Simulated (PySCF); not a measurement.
Species: C4H6NO (doublet state).
Z-matrix (Å and degrees, GFN2-xTB geometry), rows numbered from 1:
```
C 
C   1  1.3775
C   2  1.3771  1  123.70
C   2  1.5054  1  119.91  3  -178.12
N   4  1.3549  2  114.63  1   -39.00
O   4  1.2107  2  122.98  1   141.11
H   1  1.0747  2  122.22  3   176.85
H   1  1.0758  2  120.41  3     1.22
H   3  1.0752  2  121.36  1     2.48
H   3  1.0741  2  120.11  1  -176.94
H   5  1.0065  4  118.60  2  -178.44
H   5  1.0036  4  122.05  2    -5.74
```

The hyperfine couplings belong to this conformer and change with its torsions.

As a line formula: `[CH2]C(=C)C(N)=O` [radical].

Theory: PySCF, UKS B3LYP, pcH-1 on C H N O, non-relativistic, mean-field spin-orbit, GIAO. One conformer (not necessarily the lowest) at the GFN2-xTB geometry, without solvent, vibrations or thermal averaging. The geometry wasn't refined by DFT: couplings that depend on bond lengths, twists or pyramidal angles can differ widely from those at the functional's own minimum. The frame is twisted about the C2–C4 bond at this geometry (dihedral C3–C2–C4–O6 = -37°); couplings at other torsion angles weren't computed. Stability of the SCF solution: not tested. ⟨S²⟩ is 0.779 where a pure state has 0.75.

Principal values of hyperfine tensors in MHz (contact and dipolar terms together), for some of the nuclei:

```csv
atom,isotope,A1,A2,A3
C3,13C,3.08,4.68,162.68
C1,13C,3.16,4.92,156.31
H10,1H,-70.12,-44.73,-17.24
H7,1H,-66.97,-41.91,-16.05
H9,1H,-64.08,-43.39,-16.84
H8,1H,-61.29,-41.76,-16.72
C4,13C,5.54,6.73,7.23
N5,14N,0.21,1.09,1.36
```

(1) Split each tensor into its isotropic and traceless parts, and turn a_iso into mT with g = 2.0026.

(2) What spin density at the nucleus of C4 lies behind its contact coupling (g_N = 1.40482)?

(3) C2 (13C, g_N = 1.40482) isn't in the table. Its spin density at the nucleus is -0.04346 bohr⁻³. What is its contact coupling?

(4) In a single crystal, with the field along each principal axis of the tensor of C3 in turn, what first-order splitting does this nucleus give (isotropic g, quadrupole terms neglected)?

Results:

(1) a_iso = (A1 + A2 + A3)/3, Ti = Ai − a_iso; 1 mT corresponds to 28.029 MHz.

| atom | a_iso (MHz) | a_iso (mT) | T1 | T2 | T3 |
| --- | --- | --- | --- | --- | --- |
| C3 | 56.81 | 2.027 | -53.73 | -52.13 | 105.87 |
| C1 | 54.80 | 1.955 | -51.64 | -49.88 | 101.51 |
| H10 | -44.03 | -1.571 | -26.09 | -0.70 | 26.79 |
| H7 | -41.64 | -1.486 | -25.33 | -0.27 | 25.59 |
| H9 | -41.44 | -1.478 | -22.64 | -1.96 | 24.60 |
| H8 | -39.92 | -1.424 | -21.36 | -1.84 | 23.20 |
| C4 | 6.50 | 0.232 | -0.96 | 0.23 | 0.73 |
| N5 | 0.89 | 0.032 | -0.68 | 0.21 | 0.47 |

(2) a_FC = 800.24 MHz bohr³ × g_N × ρ(0)/(2S). With a_FC = 6.50 MHz and 2S = 1, ρ(0) = 0.005782 bohr⁻³.

(3) By the same relation, a_FC = -48.9 MHz. Its full tensor has the principal values -78.29, -36.97, -31.30 MHz.

(4) 2 lines (I = 1/2), spaced by |A_i|/(g × 13.996): 0.11, 0.17, 5.80 mT along the axes of A1, A2 and A3.
